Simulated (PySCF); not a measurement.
The first ionisation energy along the third row

All values are computed (PySCF 2.14, energy differences of UHF-based or UKS calculations, no spin-orbit coupling). Values in eV. The last column holds reference values (NIST; (s) semi-empirical, (t) theoretical, else measured). Unmarked ones compare directly (S terms, centres of terms, or small fine structure); those marked * lie between the lowest fine-structure levels and include a spin-orbit shift.

```
                       element               configurations     UHF     LDA     PBE    PBE0  MP2 (valence)  SCS-MP2 (valence)  reference
Mg (dyall-av3z, spin-free X2C)          [Ne] 3s2 → [Ne] 3s1   6.615   7.732   7.624   7.552          7.270              7.401      7.646
Al (dyall-av3z, spin-free X2C)      [Ne] 3s2 3p1 → [Ne] 3s2   5.598   6.025   6.067   6.087          5.825              5.809      5.977
Si (dyall-av3z, spin-free X2C)  [Ne] 3s2 3p2 → [Ne] 3s2 3p1   7.627   8.224   8.189   8.209          8.038              7.950      8.157
 P (dyall-av3z, spin-free X2C)  [Ne] 3s2 3p3 → [Ne] 3s2 3p2   9.897  10.567  10.480  10.520         10.480             10.302     10.526
 S (dyall-av3z, spin-free X2C)  [Ne] 3s2 3p4 → [Ne] 3s2 3p3   9.216  10.551  10.413  10.386          9.986             10.067     10.336
Cl (dyall-av3z, spin-free X2C)  [Ne] 3s2 3p5 → [Ne] 3s2 3p4  11.747  13.186  12.955  12.938         12.745             12.745     12.974
Ar (dyall-av3z, spin-free X2C)          [Ar] → [Ne] 3s2 3p5  14.537  15.975  15.690  15.699         15.716             15.613     15.819
```

```csv
method,elements,mean error (eV),mean absolute error (eV),largest error (eV)
UHF,7,-0.885,0.885,-1.282
LDA,7,0.118,0.118,0.215
PBE,7,-0.002,0.059,-0.129
PBE0,7,-0.006,0.067,-0.120
MP2 (valence),7,-0.196,0.196,-0.376
SCS-MP2 (valence),7,-0.221,0.221,-0.269
```

Errors include the incompleteness of the basis and the frozen core.

"Valence" correlates the outer s and p shells and, in groups 3 to 12 and the f block, the outer d or f shell, open or full, or the next shell where the ion has no valence electron left; the wider scheme adds the next inner shell.
